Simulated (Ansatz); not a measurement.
Born–Oppenheimer molecular dynamics of O$_{2}$ (2 atoms, charge 0, multiplicity 3). It starts from a relaxed structure.

Computed with UKS PBE0-D4/def2-SVP (Ansatz 0.2.0).

```json
{"ensemble": "NVE (velocity Verlet)", "time step": "2 fs", "steps asked": "250", "starting velocities drawn for": "300 K", "seed": "41539"}
```

First frame:

```xyz
2
Properties=species:S:1:pos:R:3
O 0.507 -0.164 0.261
O -0.507 0.164 -0.261
```

(1) What does the run give?

(2) What happens to the structure?

(3) How do temperature and energy run in time?

## Answers

(1) The run went to its last step.

```yaml
steps_done: 250
time_covered: 500 fs
mean_temperature_over_the_second_half: 151 K
spread_of_the_potential_energy_over_the_second_half: 2.6 meV per atom
mean_potential_energy_of_the_second_half_above_the_start: 3.6 meV per atom
```

The conserved energy stayed within 0.84 meV per atom of its start (net change 0.22 meV per atom), so the integration is sound. The temperature averaged 0.50 of the 300 K drawn at the start: a run that starts near a minimum puts about half its kinetic energy into the potential. A run of 0.5 ps of so small a system gives no equilibrium averages.

(2) The same pairs are bonded in the first frame and the last. Pairs count as bonded within 1.25 times the sum of covalent radii (0.12 Å more for H–H). Another seed would give other details.

(3) 
| time (fs) | T (K) | potential energy less start (eV) | conserved less start (meV/atom) |
| --- | --- | --- | --- |
| 0.0 | 300 | 0.000 | 0.00 |
| 16.0 | 125 | 0.008 | 0.46 |
| 32.0 | 8 | 0.014 | 0.82 |
| 48.0 | 221 | 0.004 | 0.19 |
| 64.0 | 273 | 0.001 | 0.10 |
| 80.0 | 57 | 0.012 | 0.65 |
| 96.0 | 36 | 0.013 | 0.70 |
| 112.0 | 254 | 0.002 | 0.15 |
| 128.0 | 246 | 0.003 | 0.12 |
| 144.0 | 21 | 0.014 | 0.77 |
| 160.0 | 95 | 0.010 | 0.55 |
| 176.0 | 296 | 0.000 | 0.00 |
| 192.0 | 172 | 0.006 | 0.37 |
| 208.0 | 1 | 0.014 | 0.78 |
| 224.0 | 142 | 0.008 | 0.45 |
| 240.0 | 300 | 0.000 | 0.00 |
| 256.0 | 127 | 0.008 | 0.45 |
| 272.0 | 8 | 0.014 | 0.82 |
| 288.0 | 220 | 0.004 | 0.19 |
| 304.0 | 274 | 0.001 | 0.09 |
| 320.0 | 58 | 0.012 | 0.65 |
| 336.0 | 35 | 0.013 | 0.70 |
| 352.0 | 253 | 0.002 | 0.15 |
| 368.0 | 248 | 0.002 | 0.12 |
| 384.0 | 22 | 0.014 | 0.77 |
| 400.0 | 94 | 0.010 | 0.55 |
| 416.0 | 296 | 0.000 | 0.00 |
| 432.0 | 174 | 0.006 | 0.37 |
| 448.0 | 1 | 0.014 | 0.78 |
| 464.0 | 140 | 0.008 | 0.45 |
| 480.0 | 300 | 0.000 | 0.00 |
| 496.0 | 129 | 0.008 | 0.45 |

Time of the run: 93 s on 1 thread of Arm Neoverse V1 (shared host), peak memory 0.08 GiB.
